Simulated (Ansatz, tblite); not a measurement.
# [Se4]2+: a ladder of methods and basis sets

The task here is to estimate one member of a computed series from the others.

The runs use Ansatz 0.2.0, Gaussian basis; as each input shows.

Plan: GFN1-xTB, GFN2-xTB, PBE-D4/def2-TZVP, r2SCAN-D4/def2-TZVP, PBE-QIDH/def2-TZVP, CAM-B3LYP-D4/def2-TZVP, HF/def2-TZVP, r2SCANh-D4/def2-TZVP, B2PLYP/def2-TZVP, revPBE-D4/def2-TZVP, ωB97X-V/def2-TZVP, PBE-D4/def2-SVP, PBE0-D4/def2-SVP, HF/STO-3G, HF/6-31G, B3LYP-D4/6-31G, CCSD(T)/def2-SVP, MP2/def2-TZVP, RPA/def2-TZVP.

## The relaxed structure

The singlet was relaxed beforehand with r2SCAN-D4/def2-SVP.

4 atoms, charge 2, spin multiplicity 1.

Bond lengths: Se1–Se2 2.329 Å, Se1–Se4 2.329 Å, Se2–Se3 2.329 Å, Se3–Se4 2.329 Å. Angles: Se2–Se1–Se4 90.1°, Se1–Se2–Se3 89.9°, Se2–Se3–Se4 90.1°, Se1–Se4–Se3 89.9°.

The ion is computed in the gas phase, without counter-ions or solvent.

PBE0-D4/def2-TZVP was run before; its log isn't repeated, and its numbers join the tables.

The first run:

Tight binding, by tblite at 300 K electronic temperature and without a spin-polarisation term:

```python
tblite.interface.Calculator('GFN1-xTB', numbers, positions, charge=2, uhf=0).singlepoint()
```

Tight binding, by tblite at 300 K electronic temperature and without a spin-polarisation term:

```python
tblite.interface.Calculator('GFN2-xTB', numbers, positions, charge=2, uhf=0).singlepoint()
```

start.molden holds the orbitals of an earlier run on this state, given as this run's starting guess.

in.yaml reads:

```yaml
crystal:
  periodic: [false, false, false]
  atoms:
    - {symbol: Se, position_ang: [-1.041099, -0.681615, 1.075790]}
    - {symbol: Se, position_ang: [0.807893, 0.724780, 1.240992]}
    - {symbol: Se, position_ang: [1.040984, 0.681696, -1.075744]}
    - {symbol: Se, position_ang: [-0.807779, -0.724850, -1.241038]}
basis:
  gaussian: {orbitals: def2-TZVP, initial_orbitals: start.molden}
total_charge: 2
hamiltonian: {xc: pbe, dispersion: d4}
scf: {omitted_lower_state_checks: [starts]}
output: {orbitals: {seedname: orbitals}}
```

On the command line:

```
ansatz run in.yaml --threads 2 --pin off --events-out ev --progress --plain --max-ram 4352MiB
```

Steps of the session up to this table: PBE-D4/def2-TZVP; r2SCAN-D4/def2-TZVP; PBE-QIDH/def2-TZVP; CAM-B3LYP-D4/def2-TZVP; HF/def2-TZVP; r2SCANh-D4/def2-TZVP; B2PLYP/def2-TZVP; revPBE-D4/def2-TZVP; ωB97X-V/def2-TZVP; PBE-D4/def2-SVP; PBE0-D4/def2-SVP; HF/STO-3G; HF/6-31G; B3LYP-D4/6-31G; CCSD(T)/def2-SVP; MP2/def2-TZVP; RPA/def2-TZVP.

One table of the session follows, with a row left open; its other results are not shown here.

It belongs to the step «Levels side by side». 

```
                 level  HOMO (eV)  LUMO (eV)  gap (eV)
             HF/STO-3G     -20.49     -12.76      7.74
              HF/6-31G     -21.31     -13.79      7.52
          HF/def2-TZVP     -20.58     -12.76      7.82
       PBE-D4/def2-SVP          ?          ?         ?
      PBE-D4/def2-TZVP     -17.66     -15.44      2.22
   revPBE-D4/def2-TZVP     -17.61     -15.39      2.22
   r2SCAN-D4/def2-TZVP     -17.97     -15.60      2.37
  r2SCANh-D4/def2-TZVP     -18.33     -15.42      2.91
        B3LYP-D4/6-31G     -18.94     -15.66      3.28
      PBE0-D4/def2-SVP     -18.87     -15.27      3.60
     PBE0-D4/def2-TZVP     -18.67     -15.04      3.62
CAM-B3LYP-D4/def2-TZVP     -19.77     -14.21      5.55
     ωB97X-V/def2-TZVP     -20.67     -13.42      7.25
```

**Question.** Estimate the row for PBE-D4/def2-SVP.

As computed: HOMO (eV): -17.84; LUMO (eV): -15.63; gap (eV): 2.21. In the column «HOMO (eV)» it lies between r2SCAN-D4/def2-TZVP (-17.97) and PBE-D4/def2-TZVP (-17.66).
